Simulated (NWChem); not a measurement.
Basis-set dependence for diphosphorus (P$_{2}$)

```
P
P 1 1.8911
```
Charge 0, spin multiplicity 1.

The numbers come from NWChem runs, not from measurements. All single points use one geometry, from PBE0/def2-SVP, a minimum by its harmonic frequencies.

Hartree-Fock energies in Ha, correlation energies in mHa.

The correlated methods keep 10 core orbitals frozen. Coupled-cluster values serve here as a point of comparison, not as the truth.

| basis | functions | RHF | MP2 | SCS-MP2 | CCSD | CCSD+T(CCSD) | CCSD(T) | CR-CCSD[T] | CR-CCSD(T) | CCSDT |
|---|---|---|---|---|---|---|---|---|---|---|
| 3-21G | 26 | -677.97616 | -143.2 | -138.7 | -142.5 | -147.8 | -147.4 | -146.5 | -146.2 | -147.5 |
| def2-SVP | 36 | -681.24544 | -224.1 | -219.5 | -242.0 | -256.7 | -256.1 | -253.3 | -252.8 | -256.5 |
| def2-TZVP | 74 | -681.48013 | -274.1 | -271.0 | -292.1 | -314.0 | -313.4 | -308.7 | -308.2 | not run |
| def2-QZVP | 140 | -681.49944 | -300.3 | -299.5 | -312.5 | not run | not run | -331.2 | -330.7 | not run |

From def2-TZVP to def2-QZVP the Hartree-Fock energy moves by -19.3 mHa and the MP2 correlation energy by -26.2 mHa, which is 9 % of its value in the larger set.
